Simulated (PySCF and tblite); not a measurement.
CF3CH2NH2, C₂H₄F₃N, numbered as in [NH2:1][CH2:2][C:3]([F:4])([F:5])[F:6].

The ensemble was built from 60 distance-geometry starts (ETKDG and KDG, MMFF94s, GFN2-xTB) and rests on PBE0-D3(BJ)/def2-SVP geometries. Free energies are CAM-B3LYP-D3(BJ)/def2-TZVP (IEF-PCM, dimethylsulfoxide) single points with GFN2-xTB rigid-rotor and vibrational terms (modes under about 100 cm⁻¹ blended into free rotors). Symmetry numbers and mirror images are counted. Conformers within 3 kcal/mol (GFN2-xTB free energy) were kept, 4 at most. Couplings: B3LYP/6-31G* with pcJ-1 on H, F (gas phase; spin-dipole term only for pairs with B, N, F, Si or P). Couplings are for ¹⁹F, ¹H. H–H couplings come out 0.1 to 0.9 Hz lower than with pcJ-1 on all atoms. Programs: PySCF with density fitting and tblite.

Torsions listed: H1–N1–C2–C3. Of a mirror pair one member is shown.

| conformer | shape | weight % |
| --- | --- | --- |
| 1 | -59° | 75.6 |
| 2 | -170° | 24.4 |

Q: Give the couplings in each conformer and the averages at 298.15 K (pairs that fast motion interchanges averaged).

A: 
```csv
coupling,pairs,1,2,average (Hz)
"³J(H2,F4)",6,8.5,8.8,8.6
"²J(H1,H1)",1,-10.3,-10.3,-10.3
"³J(H1,H2)",4,10.4,6.8,9.5
"²J(H2,H2)",1,-17.4,-14.6,-16.7
```

Computed couplings to fluorine can be off by tens of per cent at such levels.

F–F couplings are left out: such levels miss them by tens of Hz and can give the wrong sign.
